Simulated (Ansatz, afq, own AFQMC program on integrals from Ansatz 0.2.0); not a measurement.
## BH2⁺, singlet in cc-pVDZ, levels against full CI

```xyz
3

B    -0.1512    0.0000    0.0000
H     0.8106    0.0000   -0.6822
H     0.8106    0.0000    0.6822
```

Basis cc-pVDZ. Only valence electrons are correlated. Ansatz 0.2.0 and our own AFQMC program on the same integrals; the CISD trial comes from CCSD amplitudes, and released means the phaseless constraint is let go. ± is one standard error of the sampling.

Determinant: RHF, the one that the program's search chose, which needn't be the lowest solution. The geometry is a point of a scan.

Full CI on the same integrals is exact in this basis and with this determinant's frozen core.

Cautions: another spin lies lower; restricted determinant unstable towards unrestricted (UHF 510 meV lower, ⟨S²⟩ 0.74).

- T1 diagnostic: 0.0144
- weight of the determinant in the CISD state: 0.932
- size of the correlated space: 4 electrons in 23 orbitals

| level | correlation energy (eV) |
| --- | --- |
| MP2 | -1.6973 |
| CCSD | -2.3121 |
| CCSD(T) | -2.3401 |

Question: Estimate where phaseless AFQMC with a CISD trial lies against CCSD(T) on the same integrals.

Answer: 8.2 ± 1.7 meV below CCSD(T).

Reference: full CI, correlation energy -2.349 eV. The released energy is read at 2.40 1/Eh (meV from the phaseless value at times in 1/Eh: -0.7 ± 1.4 at 0.24, -2.0 ± 1.6 at 0.51, -2.9 ± 1.3 at 0.99, -2.4 ± 1.6 at 1.62, -4.0 ± 2.2 at 2.40).

| level | E − E(reference) (meV) | share of correlation (%) |
| --- | --- | --- |
| CCSD(T) | 8.5 | 99.64 |
| CCSDT | 0.2 | 99.99 |
| CCSDT(Q) | -0.1 | 100.00 |
| ph-AFQMC/CISD | 0.3 ± 1.7 | 99.99 |
| released AFQMC | -3.8 ± 2.2 | 100.16 |

CCSDT and higher add their correlation energy to the determinant of the CCSD(T) run, since their own runs factorise the integrals more tightly (a shift of under 2 meV). A walk keeps the symmetry of its determinant, which the program's search chose and which needn't be the lowest solution, so a lower state of the same spin and another symmetry isn't excluded. Released energies are given only where the last usable release times agree within the noise; a slower fall can still hide under it.
